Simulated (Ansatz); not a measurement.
**How far each method lies from full CI for HBAl, quartet**

Geometry: a point of a bend scan, not a stationary point.

```xyz
3

B    -0.4812    0.0000    1.2361
Al    0.1953    0.0000   -0.5830
H    -0.0681    0.0000    2.3469
```

Basis 6-31G; Ansatz 0.2.0. Correlated methods freeze the noble-gas cores, which leaves 7 electrons in 18 orbitals. R marks a restricted (for open shells ROHF) determinant, U an unrestricted one. Active spaces: pair = (5e, 5o) about the gap; valence = (7e, 9o) chosen from the atoms' valence shells.

Full CI is exact within this basis and frozen core; it isn't the basis-set limit. The frozen core follows each run's orbitals, which can shift R against U totals by a few meV.

For open shells CISD is restricted-active-space CI with the open shells as a complete middle space.

* UHF ⟨S²⟩: 3.767
* T1 diagnostic (RCCSD): 0.0514
* largest doubles amplitude (RCCSD): 0.091
* T1 diagnostic (UCCSD): 0.0388

```
                   level  E − E(full CI) (kcal/mol)  share of correlation (%)  wall time
                     RHF                      57.61                      0.00          –
                     UHF                      55.36                      3.90          –
                    RMP2                      16.97                     70.53          –
                    UMP2                      16.21                     71.87          –
                    CISD                       4.37                     92.42     0.42 s
                   RCCSD                       2.50                     95.66          –
                   UCCSD                       2.39                     95.85          –
                RCCSD(T)                       0.77                     98.66     0.54 s
                UCCSD(T)                       0.74                     98.72     0.48 s
                 BCCD(T)                       0.81                     98.60      0.6 s
                  RCCSDT                       0.20                     99.65          –
                  UCCSDT                       0.19                     99.68          –
               RCCSDT(Q)                       0.04                     99.93      1.8 s
               UCCSDT(Q)                       0.03                     99.95      1.6 s
                 RCCSDTQ                       0.01                     99.98       11 s
                 UCCSDTQ                       0.00                    100.00       11 s
     CASSCF (pair space)                      48.14                     16.43          –
     MRCISD (pair space)                       4.45                     92.27          –
   MRCISD+Q (pair space)                       0.45                     99.22      1.1 s
  CASSCF (valence space)                      14.69                     74.50          –
  NEVPT2 (valence space)                       4.34                     92.47      1.5 s
  MRCISD (valence space)                       0.45                     99.22          –
MRCISD+Q (valence space)                       0.18                     99.69      2.9 s
```

The correlation energy at full CI, counted from RHF, is -2.498 eV. That run took 4.8 s on 1 thread of Intel Xeon Platinum 8488C, shared host over 658,896 determinants.

Times hold each run's SCF and search for its determinant on a shared host, so for small cases they say little of a method's own cost; they ran on 1 thread of Intel Xeon Platinum 8488C.

The full-CI state has the irrep A'' of Cs, in the program's axes.

Natural occupations of full CI about the gap: 1.962 1.930 1.004 0.972 0.970 0.046 0.044 0.026 0.020 0.007; effectively unpaired electrons, Σ n²(2−n)², 3.04.
